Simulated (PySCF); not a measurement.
[1.1.1]propellane, C5H6.
SMILES: `C1C23CC12C3`

Computed, not measured: MP2 and CCSD/aug-cc-pVDZ in PySCF, restricted Hartree–Fock reference, 5 core orbitals frozen, non-relativistic, gas phase, PBE0-D3(BJ)/def2-SVP geometry.

E(HF) = -192.71419 Eh.

How large is the problem?

169 basis functions and 36 electrons; 5 orbitals frozen, which leaves o = 13 correlated occupied and v = 151 virtual orbitals. That is o·v = 1963 singles and o·v(o·v + 1)/2 = 1927666 distinct closed-shell doubles amplitudes before symmetry; the costliest CCSD step grows as o²v⁴ = 8.8 × 10^10.

What are the MP2 and CCSD correlation energies?

MP2 -0.7094 Eh and CCSD -0.7404 Eh, which gives totals of -193.42355 and -193.45457 Eh. That is 0.775 eV for each correlated electron at CCSD (1944 kJ/mol in all, 0.383 % of the total energy); MP2 gives 95.8 % of the CCSD value.

What is the T1 diagnostic?

0.0100, below the customary warning level of 0.02. It is the norm of the spatial-orbital singles amplitudes over the root of the number of correlated electrons, so the norm is 0.051.

No triples correction and no basis-set extrapolation were made.

The job also held the EOM ionisation roots. Hardware: one thread of an Arm Neoverse V1, no GPU, shared host with 32 logical CPUs at a one-minute load of 20. Cost: 6.7 min wall, 3.0 GiB resident at most.
